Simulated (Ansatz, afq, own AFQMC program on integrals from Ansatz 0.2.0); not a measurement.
# AFQMC, coupled cluster and functionals along a coordinate of WH⁺, septet

| atom | x (Å) | y (Å) | z (Å) |
| --- | --- | --- | --- |
| W | 0.0000 | 0.0000 | 0.0000 |
| H | 0.0000 | 0.0000 | 2.0590 |

The W1–H2 distance is changed with both sides rigid. Energies in mEh count from this geometry (2.059 Å) at the same level; the start stands on UHF, each point on the determinant named.

Basis def2-TZVPP with its core potentials. Only valence electrons are correlated. AFQMC by an in-house program on the Cholesky factors that Ansatz 0.2.0 writes for its CCSD(T) run. ph-AFQMC/CISD is guided by a CISD state made of CCSD amplitudes; releasing the constraint for a short imaginary time cuts its bias at the price of noise, slowly where states lie close. ± is one standard error of the sampling. No spin–orbit coupling. The metal's outer-core s and p shells are frozen, which shifts wave-function levels against functionals.

Cautions, each for one point or more: higher spins were not checked; lower spins were not checked; no spin-orbit coupling; outer-core shells of the metal frozen.

| r(W1–H2) / Å | det. | T1 | weight | ⟨S²⟩ | HF | PBE | CCSD(T) |
| --- | --- | --- | --- | --- | --- | --- | --- |
| 1.644 | UHF | 0.010 | 0.97 | 12.00 | 25.2 | 22.3 | 20.8 |
| 2.548 | UHF | 0.033 | 0.96 | 12.01 | 3.6 | 6.7 | 9.0 |
| 3.248 | UHF | 0.025 | 0.97 | 12.01 | 6.9 | 15.9 | 17.4 |
| 4.573 | UHF | 0.009 | 0.97 | 12.01 | 7.5 | 18.3 | 19.4 |
| 7.123 | UHF | 0.009 | 0.97 | 12.01 | 7.7 | 14.5 | 19.7 |

Question: Estimate the curve of CCSDT(Q), counted from the same start.

Answer: 
```tsv
r(W1–H2) / Å	det.	T1	weight	⟨S²⟩	CCSDT(Q)	ph-AFQMC/CISD	released AFQMC
1.644	UHF	0.010	0.97	12.00	20.8	20.7 ± 0.09	–
2.548	UHF	0.033	0.96	12.01	9.0	9.0 ± 0.03	9.0 ± 0.04
3.248	UHF	0.025	0.97	12.01	17.5	17.5 ± 0.03	–
4.573	UHF	0.009	0.97	12.01	19.4	19.4 ± 0.03	19.3 ± 0.07*
7.123	UHF	0.009	0.97	12.01	19.8	19.7 ± 0.03	19.8 ± 0.06
```

Weight is that of the determinant in the CISD state; at the start T1 is 0.017 and the weight 0.96, and ⟨S²⟩ is 12.00. An asterisk marks released energies that aren't shown to be converged. A dash marks a missing value, a released energy that hasn't settled or a functional that sits on another state. Largest departures from CCSDT(Q), at the points where its series has closed: CCSD(T) -0.1 mEh at 7.123 (on UHF), ph-AFQMC/CISD -0.1 mEh at 1.644 (on UHF) (within the noise), released AFQMC 0.0 mEh at 2.548 (on UHF) (within the noise), HF -12.1 mEh at 7.123 (on UHF), PBE -5.3 mEh at 7.123. Functionals count only at points shown to share the start's state and spin.

A walk keeps the symmetry of its determinant, which the program's search chose and which needn't be the lowest solution, so a lower state of the same spin and another symmetry isn't excluded.
